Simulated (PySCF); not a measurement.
CH2F2, SMILES C(F)F. Atoms are numbered in the order given.

```xyz
5

F     -1.1035     0.0000    -0.2905
C      0.0000     0.0000     0.5036
F      1.1035     0.0000    -0.2905
H      0.0000    -0.9138     1.1037
H      0.0000     0.9138     1.1037
```
Charge 0, spin multiplicity 1.

The structure is a stationary point at ωB97X-D3(BJ)/def2-TZVP.

All values below come from B3LYP/pcJ-1 (PySCF).

Isotropic couplings with Fermi-contact, spin-dipole and both spin-orbit terms, one fixed conformer, no vibrational averaging. Isotopes: 13C, 19F, 1H.

Task: Estimate the spin–spin coupling constants. (An estimate is asked for; the answer gives what the named calculation found.)

Result: 
```csv
pair,bonds apart,J (Hz)
F1–C2,1,-304.8
C2–F3,1,-304.8
C2–H4,1,186.5
C2–H5,1,186.5
F1–F3,2,325.9
F1–H4,2,55.2
F1–H5,2,55.2
F3–H4,2,55.2
F3–H5,2,55.2
H4–H5,2,3.0
```
